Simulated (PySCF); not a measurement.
# One molecule, a ladder of functionals, a line

Molecule: `CC(C)(C)C#N`, C₅H₉N.

Atoms are numbered as in `[CH3:1][C:2]([CH3:3])([CH3:4])[C:5]#[N:6]`. Each H is labelled by its parent atom.

GIAO shieldings (ppm, equivalent atoms averaged) in PySCF 2.14.0 with density-fitted response routines on the PBE0-D3(BJ)/def2-SVP geometry, basis pcSseg-1, gas phase, non-relativistic:

```csv
functional,exact exchange (%),σ(C2)
BLYP,0,144.2
BP86,0,149.5
PBE,0,150.1
B3LYP,20,150.3
PBE0,25,156.9
mPW1PW91,25,156.1
HF,100,169.7
```

Question: Fit each shielding as a line in the percentage of exact exchange.

Answer: σ(C2) = 148.5 + 0.22 x (rms 2.5 ppm). The functionals also differ in their semilocal parts, which the line can't hold; Hartree–Fock has no correlation at all.

Question: What does the line predict for BHandHLYP (50 %), and what does the run give?

Answer: σ(C2): 159.5 predicted, 157.8 computed ppm.
